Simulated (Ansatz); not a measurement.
Chalcopyrite CdGeAs₂, treated with LDA+SOC (Ansatz, a first-principles code, plane waves, PAW).

Run with plane-wave cutoff 520 eV, 8×8×8 k mesh, Fermi–Dirac smearing 0.01 eV, PAW data made under PBE.

Cell (measured lattice):

CdAs2Ge has the tetragonal space group I-42d (No. 122), the chalcopyrite structure, Pearson symbol tI16. Cell: a = 5.943 Å, b = 5.943 Å, c = 11.220 Å, α = 90.00°, β = 90.00°, γ = 90.00°. Cd on 4a has 4 As at 2.618 Å (tetrahedral). Ge on 4b is coordinated by 4 As at 2.441 Å (tetrahedral). As on 8d has 2 Ge at 2.441 Å and 2 Cd at 2.618 Å (tetrahedral). (Neighbours: up to the widest gap in distance over summed covalent radii, below 1.35, at either atom; cation-cation and far metal-metal contacts left out.)
(The calculation used a cell of 8 atoms; values per cell refer to that cell.)

**Question.** What does this level give for the band gap, smallest direct gap on the k points sampled and Γ–Γ gap?

**Answer.** 
* **band gap**: 0.03 eV (under three smearing widths, so not firm)
* **smallest direct gap on the k points sampled**: 0.08 eV
* **Γ–Γ gap**: 0.19 eV

Measured, for comparison: band gap 0.57 eV (temperature not stated, not corrected to a static lattice, direct; as tabulated in Rashkeev et al. (1999), arXiv:cond-mat/9809378). Computed (rounded) less measured: band gap -0.54 eV.

Note: cell and atoms aren't relaxed at this level (largest force component 0.06 eV/Å, pressure -1.5 GPa).
